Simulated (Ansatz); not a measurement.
# SiHO radical: functionals against CCSD(T) at one geometry

The atoms stand at a structure displaced at random from a GFN2-xTB minimum. How far do the functionals agree with CCSD(T) there?

Method: single points in def2-TZVPP; program: Ansatz 0.2.0, Gaussian basis.

Cores are frozen in the correlated methods. Orbitals are unrestricted.

## 1. Starting geometry

3 atoms, charge 0, spin multiplicity 2.

Atoms are counted from 1 here; the program's logs count them from 0.

Bond lengths: O1–Si2 1.621 Å, Si2–H3 1.397 Å. Angles: O1–Si2–H3 133.2°.

As a file:

```csv
atom,x (Å),y (Å),z (Å)
O1,0.7804,1.1059,0.5183
Si2,0.2664,-0.3653,0.0724
H3,-0.8055,-0.8091,-0.7057
```

## 2. CCSD(T)/def2-TZVPP

Contents of run/in.yaml:

```yaml
crystal:
  periodic: [false, false, false]
  atoms:
    - {symbol: O, position_ang: [0.780400, 1.105900, 0.518300]}
    - {symbol: Si, position_ang: [0.266400, -0.365300, 0.072400]}
    - {symbol: H, position_ang: [-0.805500, -0.809100, -0.705700]}
basis:
  gaussian: {orbitals: def2-TZVPP}
magnetization: {spin_polarized: true, initial_magnetization: 1}
correlation: {method: ccsd_t}
scf: {omitted_lower_state_checks: [cluster_reference]}
output: {forces: true}
```

No record of the launch command was kept for these runs.

## 3. PBE0-D4/def2-TZVPP

Edit run/in.yaml of step 2 so:

```diff
@@ -9,4 +9,3 @@
 magnetization: {spin_polarized: true, initial_magnetization: 1}
-correlation: {method: ccsd_t}
-scf: {omitted_lower_state_checks: [cluster_reference]}
-output: {forces: true}
+hamiltonian: {xc: pbe0, dispersion: d4}
+output: {forces: true, orbitals: {seedname: orbitals}}
```

## 4. wB97M-V/def2-TZVPP

Edit run/in.yaml of step 3 so:

```diff
@@ -9,3 +9,3 @@
 magnetization: {spin_polarized: true, initial_magnetization: 1}
-hamiltonian: {xc: pbe0, dispersion: d4}
-output: {forces: true, orbitals: {seedname: orbitals}}
+hamiltonian: {xc: {name: wB97M-V}}
+output: {forces: true}
```

## 5. r2SCAN-D4/def2-TZVPP

Edit run/in.yaml of step 4 so:

```diff
@@ -9,3 +9,3 @@
 magnetization: {spin_polarized: true, initial_magnetization: 1}
-hamiltonian: {xc: {name: wB97M-V}}
+hamiltonian: {xc: r2scan, dispersion: d4}
 output: {forces: true}
```

## 6. PBE-D4/def2-TZVPP

Edit run/in.yaml of step 5 so:

```diff
@@ -9,3 +9,3 @@
 magnetization: {spin_polarized: true, initial_magnetization: 1}
-hamiltonian: {xc: r2scan, dispersion: d4}
+hamiltonian: {xc: pbe, dispersion: d4}
 output: {forces: true}
```

## 7. revPBE-D4/def2-TZVPP

Edit run/in.yaml of step 6 so:

```diff
@@ -9,3 +9,3 @@
 magnetization: {spin_polarized: true, initial_magnetization: 1}
-hamiltonian: {xc: pbe, dispersion: d4}
+hamiltonian: {xc: {name: revPBE}, dispersion: d4}
 output: {forces: true}
```

## 8. B97M-V/def2-TZVPP

Edit run/in.yaml of step 7 so:

```diff
@@ -9,3 +9,3 @@
 magnetization: {spin_polarized: true, initial_magnetization: 1}
-hamiltonian: {xc: {name: revPBE}, dispersion: d4}
+hamiltonian: {xc: {name: B97M-V}}
 output: {forces: true}
```

(Steps that only read results are left out.)

What does the calculation give? Wanted: energy less free atoms, CCSD(T)/def2-TZVPP; RMS force component; RMS force error; HOMO and LUMO, PBE0-D4; T1 diagnostic.

As calculated:

| quantity | value |
| --- | --- |
| energy less free atoms, CCSD(T)/def2-TZVPP | -198.0 kcal/mol |
| RMS force component | 2.199 to 2.624 eV/Å over the methods |
| RMS force error | PBE0-D4 0.331, wB97M-V 0.343, r2SCAN-D4 0.173, PBE-D4 0.213, revPBE-D4 0.280, B97M-V 0.267 eV/Å |
| HOMO and LUMO, PBE0-D4 | -6.97 and -3.24 eV |
| T1 diagnostic | 0.034 |

**Reading.** Against CCSD(T) the functionals' energies less atoms differ by -17.0 to -1.8 kcal/mol, PBE-D4 by -17.0 kcal/mol. CCSD(T) in triple zeta still lacks some correlation energy of the bonds, so part of these gaps is its own basis error and they don't rank the functionals. On forces the order runs from r2SCAN-D4 to wB97M-V. Frozen-core CCSD(T) forces in triple zeta carry basis errors of their own, and this is one geometry, so small gaps rank nothing.
